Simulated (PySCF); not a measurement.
C3N2 (triplet state).
Cartesian coordinates in Å at the GFN2-xTB level; atoms count from 1:
```xyz
5
C3N2 angstrom
N      2.4825   -0.0172   -0.2255
C      1.3080   -0.0086   -0.2291
C      0.0017   -0.0008   -0.2334
C     -1.3045    0.0098   -0.2335
N     -2.4790    0.0196   -0.2340
```

As a line formula: `N#C[C]C#N` [triplet].

The calculation used UKS B3LYP, pcH-1 on C N, non-relativistic, mean-field spin-orbit, GIAO in PySCF. Isolated species at its GFN2-xTB geometry, gas phase. This triplet need not be the ground state; the singlet was not compared here. The geometry wasn't refined by DFT: couplings that depend on bond lengths, twists or pyramidal angles can differ widely from those at the functional's own minimum. ⟨S²⟩ is 2.072 where a pure state has 2.00.

Task: The isotropic 13C couplings, averaged over equivalent nuclei, are +59.6, -55.3 MHz. Assign them to C2/C4; C3.

Result: 
| site | a_iso (MHz) | ρ(0) (bohr⁻³) | position | distance from C3 (Å) | spin population | largest \|T\| (MHz) |
| --- | --- | --- | --- | --- | --- | --- |
| C2/C4 | -55.3 | -0.0984 | 1 bond from N1 | 1.31 | -0.39 | 20.9 |
| C3 | +59.6 | +0.1060 | largest spin population | 0.00 | +1.26 | 54.8 |

ρ(0) is the spin density at the nucleus and T the dipolar tensor; entries for several nuclei are means. The largest Mulliken spin populations are on C3 (+1.26), N5 (+0.76), N1 (+0.76) and C4 (-0.39). Three atoms exceed +0.15. Main spin sites, with 60 % or more of the largest population: N1, C3, N5; positions count bonds from the nearest.

Hardware: Arm Neoverse V2, one thread, on a shared host. Cost: 18 s of wall time (with the writing of density and orbital grids), 0.39 GiB resident at most.
